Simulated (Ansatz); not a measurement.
**How methods differ on AlHF (SMILES [F][AlH])**

AlHF: 3 atoms, total charge 0, spin state doublet. SMILES: `[F][AlH]`. The coordinates come from a PBE0-D4/def2-TZVP relaxation.

```csv
atom,x (Å),y (Å),z (Å)
F,0.9071,0.8932,0.5856
Al,-0.4325,0.3180,-0.1995
H,-0.4854,-1.2761,-0.3993
```

Each level gives the energy change with the F1–Al2 bond stretched from 1.656 to 4.140 Å (eV). The values are calculated.

```json
{"level": "UHF/STO-3G", "kind": "Hartree–Fock", "program": "Ansatz", "value (eV)": "2.83", "less FCI/STO-3G": "-0.35", "CPU time (all runs)": "0.22 s"}
{"level": "UBHLYP/STO-3G", "kind": "global hybrid", "program": "Ansatz", "value (eV)": "4.00", "less FCI/STO-3G": "+0.82", "CPU time (all runs)": "3.7 s"}
{"level": "UB2PLYP/STO-3G", "kind": "double hybrid", "program": "Ansatz", "value (eV)": "4.01", "less FCI/STO-3G": "+0.83", "CPU time (all runs)": "6.2 s"}
{"level": "RPA@PBE/STO-3G", "kind": "RPA", "program": "Ansatz", "value (eV)": "2.58", "less FCI/STO-3G": "-0.60", "CPU time (all runs)": "6.5 s"}
{"level": "UMP2/STO-3G", "kind": "perturbation theory", "program": "Ansatz", "value (eV)": "3.17", "less FCI/STO-3G": "-0.01", "CPU time (all runs)": "0.29 s"}
{"level": "UBCCD(T)/STO-3G", "kind": "coupled cluster or CI", "program": "Ansatz", "value (eV)": "3.16", "less FCI/STO-3G": "-0.02", "CPU time (all runs)": "0.75 s"}
{"level": "UCCSDT(Q)/STO-3G", "kind": "coupled cluster or CI", "program": "Ansatz", "value (eV)": "3.18", "less FCI/STO-3G": "0.00", "CPU time (all runs)": "3 s"}
{"level": "FCI/STO-3G", "kind": "exact in the basis", "program": "Ansatz", "value (eV)": "3.18", "less FCI/STO-3G": "0.00", "CPU time (all runs)": "0.59 s"}
```

FCI/STO-3G is exact within its basis and frozen core, so for wave-function methods in that basis the difference is their error; functionals converge differently with the basis, so for them it is only a difference. The first shape isn't each level's own minimum. The values span 2.58 to 4.01 eV. All rows use very small basis sets, so none should be taken for the real molecule's value. In so small a basis fixed costs decide the times, and correlated methods can beat functionals. CPU times are rough (shared hosts, several kinds of processor and program).
